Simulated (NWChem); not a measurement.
System: diphosphorus (P₂); SMILES P#P

The following NWChem deck was run.

```
start job
memory heap 200 mb stack 900 mb global 1100 mb
geometry units angstroms noautoz
  P      0.000000     0.000000     0.952143
  P      0.000000     0.000000    -0.952143
end
basis spherical
  * library def2-svp
end
dft
  xc slater vwn_5
  iterations 150
  mulliken
end
task dft energy
```

Geometry: optimised at B3LYP/6-31G* (spherical d).

Task: What results follow from this input? (LDA (Slater exchange, VWN5)/def2-SVP.) Quantities: energy (Ha); highest occupied level (eV); orbital gap (eV).

Result: 
```json
{
 "energy (Ha)": "-679.97",
 "highest occupied level (eV)": "-7.11",
 "orbital gap (eV)": "3.77"
}
```
